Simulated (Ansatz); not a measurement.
A nudged elastic band was laid between two geometries of H3P + H4Si (9 atoms, charge 0, multiplicity 1).

Method: Ansatz, RKS B3LYP-D4/cc-pVDZ.

* movable images: 5
* climbing image: yes
* spring: 5.0 eV/Å²
* optimiser: quadratic models (default)
* start path: through a guess of the saddle point
* force threshold: 0.03 eV/Å
* iteration limit: 60
* end points: relaxed

First end point:

```xyz
9
Properties=species:S:1:pos:R:3
Si 0.574 -0.033 -0.235
H 0.996 -0.040 1.199
H 1.760 0.246 -1.102
H -0.458 1.028 -0.443
H -0.003 -1.365 -0.589
P -3.110 0.254 1.445
H -2.865 -0.750 0.449
H -3.847 -0.647 2.285
H -1.871 -0.006 2.123
```

Last end point:

```xyz
9
Properties=species:S:1:pos:R:3
Si -0.577 -0.151 -0.618
H 0.378 0.168 3.196
H 0.697 0.025 0.143
H -0.668 0.910 -1.669
H -0.570 -1.493 -1.280
P -2.325 0.144 0.831
H -3.307 -0.320 -0.108
H -2.169 -1.145 1.441
H -0.282 0.550 3.197
```

(1) What changes between the two ends?

(2) Give the energies along the band, and the barrier.

(3) What is the geometry of the highest image?

Answers

(1) Bonds broken: Si1–H2, P6–H9. Bonds formed: Si1–P6, H2–H9. H3P + H4Si becomes H2 + H5PSi.

(2) The run converged. The highest image is number 3 of 0 to 6, 68.9 kcal/mol above the first end and 66.8 kcal/mol above the last; the last end lies 2.1 kcal/mol above the first. A structure lower than the first end lies on the path between it and the top, so the climb from that side starts below the end, which may itself be a saddle point or a shallow side well. Neighbouring images differ by up to 2.9 eV, so the band resolves the path poorly. A vibrational analysis at the climbing image gives one clearly imaginary mode, 1585i cm⁻¹: a first-order saddle point. The orbitals stay closed-shell, which can raise the energy where a bond breaks towards radicals; this wasn't checked here.

```json
{"image": "0", "path coordinate (Å)": "0.00", "energy (kcal/mol)": "0.0", "Si1–H2 (Å)": "1.49", "P6–H9 (Å)": "1.44", "Si1–P6 (Å)": "4.06"}
{"image": "1", "path coordinate (Å)": "1.97", "energy (kcal/mol)": "-0.1", "Si1–H2 (Å)": "1.49", "P6–H9 (Å)": "1.43", "Si1–P6 (Å)": "3.88"}
{"image": "2", "path coordinate (Å)": "3.94", "energy (kcal/mol)": "1.0", "Si1–H2 (Å)": "1.49", "P6–H9 (Å)": "1.43", "Si1–P6 (Å)": "3.72"}
{"image": "3", "path coordinate (Å)": "5.91", "energy (kcal/mol)": "68.9", "Si1–H2 (Å)": "1.77", "P6–H9 (Å)": "1.89", "Si1–P6 (Å)": "2.70"}
{"image": "4", "path coordinate (Å)": "8.62", "energy (kcal/mol)": "2.5", "Si1–H2 (Å)": "3.75", "P6–H9 (Å)": "3.48", "Si1–P6 (Å)": "2.29"}
{"image": "5", "path coordinate (Å)": "11.32", "energy (kcal/mol)": "2.2", "Si1–H2 (Å)": "3.42", "P6–H9 (Å)": "3.98", "Si1–P6 (Å)": "2.29"}
{"image": "6", "path coordinate (Å)": "14.03", "energy (kcal/mol)": "2.1", "Si1–H2 (Å)": "3.95", "P6–H9 (Å)": "3.15", "Si1–P6 (Å)": "2.29"}
```

(3) 
```xyz
9
Properties=species:S:1:pos:R:3
Si -0.129 0.117 -0.061
H 0.046 -0.958 1.333
H 1.266 0.557 0.311
H -0.760 1.398 -0.546
H -0.126 -0.966 -1.074
P -2.704 -0.231 0.666
H -2.804 -1.322 1.602
H -2.668 0.762 1.704
H -0.945 -0.669 1.198
```

Run time: 6.8 min on 1 thread of Intel(R) Xeon(R) Platinum 8488C (Sapphire Rapids), on a shared host, peak memory 0.15 GiB.
